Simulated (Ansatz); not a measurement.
# C3HFO: up Jacob's ladder to CCSD(T)

How much do the methods differ for C3HFO? The plan is to run it at one geometry with functionals of several rungs and with coupled cluster. The yardstick is the atomisation energy at the CCSD(T) limit.

The runs use Ansatz 0.2.0, Gaussian basis; functionals in def2-TZVPP, the program's frozen cores in correlated methods.

Plan: LDA (SPW92), PBE-D4, revPBE-D4, BLYP-D4, r2SCAN-D4, B97M-V, PBE0-D4, B3LYP-D4, r2SCANh-D4, r2SCAN0-D4, HSE06-D4, BHLYP-D4, CAM-B3LYP-D4, LC-ωPBE, ωB97X-V, ωB97M-V, B2PLYP, PBE-QIDH; CCSD(T)/def2-SVP; CCSD(T)/def2-TZVPP; MP2/def2-QZVPP; extrapolation to the limit; RPA on PBE.

## 1. The geometry

An earlier PBE0-D4 in a triple-zeta def2 set relaxation fixed the geometry.

SMILES `O=CC#CF`, 6 atoms, charge 0, spin multiplicity 1.

Atoms are counted from 1 here; the program's logs count them from 0.

Bond lengths: O1–C2 1.202 Å, C2–C3 1.443 Å, C2–H6 1.106 Å, C3–C4 1.198 Å, C4–F5 1.263 Å. Angles: O1–C2–C3 124.0°, O1–C2–H6 121.7°, C3–C2–H6 114.3°, C2–C3–C4 177.3°, C3–C4–F5 178.9°.

## 2. LDA

This LDA is Slater exchange with PW92 correlation.

Contents of in.yaml:

```yaml
crystal:
  periodic: [false, false, false]
  atoms:
    - {symbol: O, position_ang: [0.450753, -1.591326, 1.275354]}
    - {symbol: C, position_ang: [-0.001665, -0.507060, 1.021760]}
    - {symbol: C, position_ang: [0.025085, 0.092351, -0.290069]}
    - {symbol: C, position_ang: [0.021006, 0.635091, -1.358098]}
    - {symbol: F, position_ang: [0.027537, 1.188941, -2.493224]}
    - {symbol: H, position_ang: [-0.480515, 0.118102, 1.798076]}
basis:
  gaussian: {orbitals: def2-TZVPP}
hamiltonian: {xc: lda}
output: {orbitals: {seedname: orbitals}}
```

Launch:

```
$ ansatz run in.yaml --threads 2 --pin off --events-out ev --progress --plain --max-ram 4352MiB
```

After this run come: PBE-D4 (GGA); revPBE-D4 (GGA); BLYP-D4 (GGA); r2SCAN-D4 (meta-GGA); B97M-V (meta-GGA); B3LYP-D4 (hybrid); r2SCANh-D4 (hybrid); r2SCAN0-D4 (hybrid); HSE06-D4 (hybrid); BHLYP-D4 (hybrid); CAM-B3LYP-D4 (range-separated); LC-ωPBE (range-separated); ωB97X-V (range-separated); ωB97M-V (range-separated); B2PLYP (double hybrid); PBE-QIDH (double hybrid); CCSD(T) in def2-SVP; CCSD(T) in def2-TZVPP; MP2 in def2-QZVPP; RPA on PBE orbitals.

Before running them: what should the planned runs give, taken together? Wanted: atomisation energy, CCSD(T)/CBS; farthest beyond LDA; mean size of error, GGA; mean size of error, meta-GGA; mean size of error, hybrid; mean size of error, range-separated; mean size of error, double hybrid; gap, smallest and largest; T1 diagnostic.

The runs gave:

| quantity | value |
| --- | --- |
| atomisation energy, CCSD(T)/CBS | 28.312 eV |
| functionals within 0.142 eV (0.5 %) | r2SCANh-D4, ωB97X-V, B2PLYP, PBE-QIDH |
| farthest beyond LDA | PBE-D4 (+1.988 eV) |
| mean size of error, GGA | 1.188 eV |
| mean size of error, meta-GGA | 0.298 eV |
| mean size of error, hybrid | 0.633 eV |
| mean size of error, range-separated | 0.209 eV |
| mean size of error, double hybrid | 0.007 eV |
| gap, smallest and largest | 3.30 eV (LDA (SPW92)), 11.45 eV (LC-ωPBE) |
| T1 diagnostic | 0.0153 |
| triples share of the correlation energy | 4.4 % |

The LDA atomisation energy is off by 6.242 eV (22 %): it overbinds. PBE-D4 is off by +1.988 eV. Double hybrids carry the basis error of their MP2 part in triple zeta, and no dispersion term here, so their miss is partly the set-up's. Taken by rung, double hybrid functionals do best (0.007 eV on average) and GGA ones worst beyond LDA (1.188 eV). The reference freezes the cores and leaves out relativity and excitations past (T), so misses under about 0.142 eV can't be ranked. Hartree-Fock recovers 66 % of the binding; the rest is correlation. CCSD(T) in def2-SVP is off by -1.198 eV, which most functionals beat. Orbital gaps span 3.3 to 11.5 eV; exact exchange widens them.
